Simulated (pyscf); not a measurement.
## Four-centre exchange: H₂O + HO–SiH₂–OH → HO–SiH₂–OH + H₂O

Gas phase, singlet surface, charge 0. Bonds broken: O1–H9, Si2–O8. Bonds formed: O1–Si2, O8–H9. Structures and frequencies: ωB97X-D3(BJ)/def2-SVP in PySCF. Correlated levels are frozen-core, on RHF or UHF. ΔMP2 is the change of the MP2 total energy from the triple- to the quadruple-zeta basis.

Transition state (Å):

```xyz
10

O     -2.3811     0.1781    -0.2233
Si    -0.6197     0.4586     0.4334
O      0.5619    -0.6810     0.1281
H     -2.7787    -0.6935    -0.0945
H     -1.0431    -0.0838     1.7712
H     -0.3302     1.8890     0.7578
H      0.9211    -0.5575    -0.7595
O     -0.6505     0.8705    -1.4481
H     -1.9031     0.4290    -1.1780
H     -0.5541     1.8095    -1.6469
```

One imaginary mode, 689i cm⁻¹; descent along it reached the two sides named, in the forms told below.

```json
[
 {"bond": "O1–H9", "change": "breaks", "reactant side (Å)": "0.967", "saddle": "1.097", "product side": "1.997"},
 {"bond": "Si2–O8", "change": "breaks", "reactant side (Å)": "1.675", "saddle": "1.926", "product side": "3.1"},
 {"bond": "O1–Si2", "change": "forms", "reactant side (Å)": "2.8", "saddle": "1.901", "product side": "1.689"},
 {"bond": "O8–H9", "change": "forms", "reactant side (Å)": "2.140", "saddle": "1.355", "product side": "0.973"}
]
```

Electronic energies relative to the separated reactants (kJ/mol):

```json
[
 {"level": "ωB97X-D3(BJ)/def2-TZVP", "barrier": "94.4", "reaction energy": "0.0", "reverse barrier": "94.4"},
 {"level": "PBE/def2-TZVP", "barrier": "78.0", "reaction energy": "0.0", "reverse barrier": "78.0"},
 {"level": "r²SCAN/def2-TZVP", "barrier": "83.1", "reaction energy": "0.0", "reverse barrier": "83.1"},
 {"level": "B3LYP-D3(BJ)/def2-TZVP", "barrier": "96.8", "reaction energy": "0.0", "reverse barrier": "96.8"},
 {"level": "PBE0-D3(BJ)/def2-TZVP", "barrier": "85.3", "reaction energy": "0.0", "reverse barrier": "85.3"},
 {"level": "M06-2X/def2-TZVP", "barrier": "92.2", "reaction energy": "0.0", "reverse barrier": "92.2"},
 {"level": "ωB97M-D3(BJ)/def2-TZVP", "barrier": "92.9", "reaction energy": "0.0", "reverse barrier": "92.9"},
 {"level": "HF/def2-TZVP", "barrier": "169.3", "reaction energy": "0.0", "reverse barrier": "169.3"},
 {"level": "MP2/def2-QZVPP", "barrier": "101.3", "reaction energy": "0.0", "reverse barrier": "101.3"},
 {"level": "CCSD/def2-TZVPP", "barrier": "115.2", "reaction energy": "0.0", "reverse barrier": "115.2"},
 {"level": "CCSD(T)/def2-TZVPP", "barrier": "104.4", "reaction energy": "0.0", "reverse barrier": "104.4"},
 {"level": "CCSD(T)/def2-TZVPP + ΔMP2(QZVPP)", "barrier": "106.6", "reaction energy": "0.0", "reverse barrier": "106.6"}
]
```

With CCSD(T)/def2-TZVPP + ΔMP2(QZVPP) energies and thermal terms (ideal gas, 1 atm, RRHO with modes under 100 cm⁻¹ raised to 100, one conformer, R ln 2 for chiral ones without a mode under 150 cm⁻¹), in kJ/mol:

```json
[
 {"T (K)": "298", "ΔH‡": "105.6", "ΔG‡": "154.5", "ΔH": "0.0", "ΔG": "0.0"},
 {"T (K)": "600", "ΔH‡": "104.5", "ΔG‡": "204.8", "ΔH": "0.0", "ΔG": "0.0"},
 {"T (K)": "900", "ΔH‡": "106.2", "ΔG‡": "254.7", "ΔH": "0.0", "ΔG": "0.0"},
 {"T (K)": "1200", "ΔH‡": "108.9", "ΔG‡": "303.8", "ΔH": "0.0", "ΔG": "0.0"}
]
```

On the product side the descent ends in a bound adduct, 36.4 kJ/mol under the separated species and 130.8 kJ/mol under the saddle at ωB97X-D3(BJ)/def2-TZVP. One saddle was located; it need not be the lowest between these sides. The CCSD(T) − MP2 part came from Ansatz, without density fitting, on the same reference.
